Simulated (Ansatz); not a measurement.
**SiH₃ (doublet): wave-function methods side by side at distance H1–H2 along a hydrogen transfer = 1.293 Å, cc-pVTZ**

How much of the correlation energy of SiH₃ (doublet) does each wave-function method recover here?

Computed with Ansatz 0.2.0, Gaussian basis. Level: cc-pVTZ, core rule «outside noble gas», up to 5 orbitals frozen.

The runs, in order: UHF; CCSD(T) on ROHF; CCSD(T) on UHF; BCCD(T) on ROHF; CISD; CCSDT(Q) on ROHF; CCSDT(Q) on UHF; CASSCF and NEVPT2, 7 electrons in 7 orbitals.

5 further runs of the same task are left out: 5 that didn't finish.

## Step 1: The system

The geometry derives from fragments relaxed apart (PBE0/def2-TZVP) and kept rigid, so it is no stationary point. A hydrogen atom is moved between rigid fragments.

4 atoms, charge 0, spin multiplicity 2.

Atoms are counted from 1 here; the program's logs count them from 0.

Bond lengths: H2–Si3 1.531 Å, Si3–H4 1.532 Å. Angles: H2–Si3–H4 105.0°.

## Step 2: UHF

The input, in.yaml:

```yaml
crystal:
  periodic: [false, false, false]
  atoms:
    - {symbol: H, position_ang: [-2.695743, 0.047936, 0.000000]}
    - {symbol: H, position_ang: [-1.402743, 0.047936, 0.000000]}
    - {symbol: Si, position_ang: [0.128257, 0.047936, 0.000000]}
    - {symbol: H, position_ang: [0.524692, -1.431577, 0.000000]}
basis:
  gaussian: {orbitals: cc-pVTZ}
magnetization: {spin_polarized: true, initial_magnetization: 1}
hamiltonian: {xc: hf}
output: {orbitals: {seedname: orbitals}}
```

Launch:

```sh
> ansatz run in.yaml --threads 1 --pin off --events-out ev --progress --plain --max-ram 2393MiB
```

After this run come: CCSD(T) on ROHF; CCSD(T) on UHF; BCCD(T) on ROHF; CISD; CCSDT(Q) on ROHF; CCSDT(Q) on UHF; CASSCF and NEVPT2, 7 electrons in 7 orbitals.

Q: Predict the results of all the runs planned. Wanted: UCCSDT(Q) below the RHF energy; RMP2 from UCCSDT(Q); UMP2 from UCCSDT(Q); RCCSD from UCCSDT(Q); RCCSD(T) from UCCSDT(Q); UCCSD(T) from UCCSDT(Q); RCCSDT(Q) from UCCSDT(Q); NEVPT2 valence from UCCSDT(Q); T1 diagnostic.

The runs gave:

| quantity | value |
| --- | --- |
| UCCSDT(Q) below the RHF energy | -4.2542 eV |
| RMP2 from UCCSDT(Q) | +23.28 kcal/mol |
| UMP2 from UCCSDT(Q) | +22.81 kcal/mol |
| RCCSD from UCCSDT(Q) | +3.58 kcal/mol |
| RCCSD(T) from UCCSDT(Q) | +0.76 kcal/mol |
| UCCSD(T) from UCCSDT(Q) | +0.75 kcal/mol |
| RCCSDT(Q) from UCCSDT(Q) | +0.01 kcal/mol |
| NEVPT2 valence from UCCSDT(Q) | +19.64 kcal/mol |
| levels within 1 kcal/mol (43 meV) | RCCSD(T), UCCSD(T), BCCD(T), RCCSDT, UCCSDT, RCCSDT(Q) |
| T1 diagnostic | 0.037 |
| effectively unpaired electrons | 1.08 |

In words: RCCSD(T) misses by +0.76 kcal/mol, 0.8 % of the correlation energy. One determinant dominates. Coupled cluster took another determinant than the lowest Hartree-Fock one. These misses are within one basis, not against nature; the frozen cores of restricted and unrestricted runs differ, which can shift their rows.
